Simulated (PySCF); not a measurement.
System (SMILES): [C-]#[S+] (C-S).
Geometry (B3LYP-D3(BJ)/def2-TZVP, fixed):
```xyz
2

C      0.0000     0.0000    -1.1142
S      0.0000     0.0000     0.4178
```

Basis-set convergence of the isotropic shielding of C1 at HF with PySCF. GIAO, no density fitting; atoms are numbered in the order shown. All functions are spherical. No added dispersion term, no relativity. Reference: the value in pcSseg-3, -338.27 ppm, itself unsure by roughly 4.75 ppm (its mean distance from cc-pCVQZ, cc-pV(5+d)Z, pcseg-3). Deviations are taken from unrounded values.

| basis | functions | isotropic shielding of C1 (ppm) |
|---|---|---|
| def2-SVP | 32 | -309.24 |
| def2-SVPD | 47 | -302.84 |
| pcseg-1 | 32 | -331.99 |
| aug-pcseg-1 | 50 | -317.55 |
| cc-pV(D+d)Z | 37 | -308.65 |
| aug-cc-pV(D+d)Z | 55 | -294.07 |
| 6-311G** | 44 | -330.19 |
| 6-311+G** | 52 | -323.53 |
| pcseg-2 | 64 | -345.65 |
| aug-pcseg-2 | 96 | -342.33 |
| def2-TZVP | 68 | -330.63 |
| def2-TZVPD | 83 | -329.90 |
| cc-pV(T+d)Z | 69 | -327.15 |
| aug-cc-pV(T+d)Z | 101 | -322.24 |
| def2-TZVPP | 73 | -330.53 |
| def2-TZVPPD | 88 | -329.84 |
| cc-pV(Q+d)Z | 119 | -332.50 |
| aug-cc-pV(Q+d)Z | 169 | -330.94 |
| pcseg-3 | 124 | -347.38 |
| aug-pcseg-3 | 174 | -345.98 |
| def2-QZVPP | 127 | -336.92 |
| def2-QZVPPD | 142 | -335.27 |

What the diffuse functions change, pair by pair:
- def2-SVP to def2-SVPD: 15 more functions, deviation 29.03 to 35.43 ppm
- pcseg-1 to aug-pcseg-1: 18 more functions, deviation 6.29 to 20.73 ppm
- cc-pV(D+d)Z to aug-cc-pV(D+d)Z: 18 more functions, deviation 29.63 to 44.20 ppm
- 6-311G** to 6-311+G**: 8 more functions, deviation 8.09 to 14.74 ppm
- pcseg-2 to aug-pcseg-2: 32 more functions, deviation -7.37 to -4.06 ppm
- def2-TZVP to def2-TZVPD: 15 more functions, deviation 7.65 to 8.37 ppm
- cc-pV(T+d)Z to aug-cc-pV(T+d)Z: 32 more functions, deviation 11.13 to 16.04 ppm
- def2-TZVPP to def2-TZVPPD: 15 more functions, deviation 7.74 to 8.43 ppm
- cc-pV(Q+d)Z to aug-cc-pV(Q+d)Z: 50 more functions, deviation 5.78 to 7.34 ppm
- pcseg-3 to aug-pcseg-3: 50 more functions, deviation -9.10 to -7.71 ppm
- def2-QZVPP to def2-QZVPPD: 15 more functions, deviation 1.35 to 3.01 ppm

They bring the value nearer the reference by more than 4.75 ppm in 0 of 11 pairs.
